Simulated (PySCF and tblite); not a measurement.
Values are calculated unless marked as measured or tabulated.
s-BuOMe, C5H12O, numbered as in [CH3:1][CH2:2][C@H:3]([CH3:4])[O:5][CH3:6].

Level: B3LYP-D3(BJ)/def2-SVP (IEF-PCM, acetone)//GFN2-xTB, thermal terms from GFN2-xTB, symmetry numbers and mirror pairs counted. Conformers within 3 kcal/mol (GFN2-xTB free energy) were kept, 10 at most. Programs: PySCF with density fitting and tblite.

Rotational constants are equilibrium values for the commonest isotopes; dipoles come from the energy level named and are polarised by its solvent model.

Torsions listed: C1–C2–C3–O5, C2–C3–O5–C6.

```csv
conformer,shape,symmetry,weight %
1,"65°, -162°",C1,50.8
2,"-57°, -73°",C1,15.1
3,"174°, -78°",C1,14.5
4,"166°, -166°",C1,12.8
5,"-64°, -166°",C1,6.8
```

Sets of constants, in random order:

```json
{"set": "P", "A (MHz)": "5127", "B (MHz)": "2349", "C (MHz)": "1773", "abs μa (D)": "0.64", "abs μb (D)": "1.05", "abs μc (D)": "1.00"}
{"set": "Q", "A (MHz)": "4184", "B (MHz)": "2873", "C (MHz)": "2088", "abs μa (D)": "0.02", "abs μb (D)": "0.52", "abs μc (D)": "1.46"}
{"set": "R", "A (MHz)": "5409", "B (MHz)": "2364", "C (MHz)": "1996", "abs μa (D)": "0.65", "abs μb (D)": "1.29", "abs μc (D)": "0.64"}
{"set": "S", "A (MHz)": "4597", "B (MHz)": "2626", "C (MHz)": "1835", "abs μa (D)": "0.62", "abs μb (D)": "0.68", "abs μc (D)": "1.26"}
{"set": "T", "A (MHz)": "6631", "B (MHz)": "2031", "C (MHz)": "1725", "abs μa (D)": "0.03", "abs μb (D)": "1.03", "abs μc (D)": "1.14"}
```

Question: Match each set to its conformer.

Answer: P is conformer 3, Q is conformer 2, R is conformer 5, S is conformer 1, T is conformer 4.
